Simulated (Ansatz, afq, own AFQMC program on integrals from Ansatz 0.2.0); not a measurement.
**NH, triplet in cc-pVDZ, levels against full CI**

```csv
atom,x (Å),y (Å),z (Å)
N,0.0000,0.0000,0.0000
H,0.0000,0.0000,0.8210
```

Basis cc-pVDZ. Noble-gas cores (and the filled d shells of Ga–Kr and In–Xe) are frozen. Integrals, coupled cluster, full CI and functionals: Ansatz 0.2.0; the random walks run on the same integrals in our own AFQMC program. The CISD trial takes its coefficients from CCSD amplitudes. Released means that phaseless walkers are propagated on without the constraint, phases kept. Uncertainties: one standard error, sampling alone.

Determinant: ROHF, the one that the program's search chose, which needn't be the lowest solution. The geometry is a point of a scan.

Full CI on the same integrals is exact in this basis and with this determinant's frozen core.

Cautions: lower spins were not checked.

* T1 diagnostic: 0.0154
* weight of the determinant in the CISD state: 0.961
* size of the correlated space: 6 electrons in 18 orbitals

Reference: full CI, correlation energy -3.377 eV. The released energy is read at 1.62 1/Eh, later times being too noisy (meV from the phaseless value at times in 1/Eh: -0.8 ± 0.5 at 0.24, -0.7 ± 0.6 at 0.51, -1.9 ± 0.4 at 0.99, -1.8 ± 0.5 at 1.62, -5.0 ± 2.5 at 2.40).

| level | E − E(reference) (kcal/mol) | share of correlation (%) |
| --- | --- | --- |
| HF | 77.87 | 0.00 |
| MP2 | 11.96 | 84.64 |
| CCSD | 0.97 | 98.75 |
| CCSD(T) | 0.19 | 99.75 |
| CCSDT | 0.06 | 99.93 |
| CCSDT(Q) | 0.01 | 99.99 |
| CCSDTQ | 0.00 | 100.00 |
| ph-AFQMC/CISD | 0.05 ± 0.02 | 99.94 |
| released AFQMC | 0.01 ± 0.01 | 99.99 |

CCSDT and higher add their correlation energy to the determinant of the CCSD(T) run, since their own runs factorise the integrals more tightly (a shift of under 2 meV). A walk keeps the symmetry of its determinant, which the program's search chose and which needn't be the lowest solution, so a lower state of the same spin and another symmetry isn't excluded. Released energies are given only where the last usable release times agree within the noise; a slower fall can still hide under it.
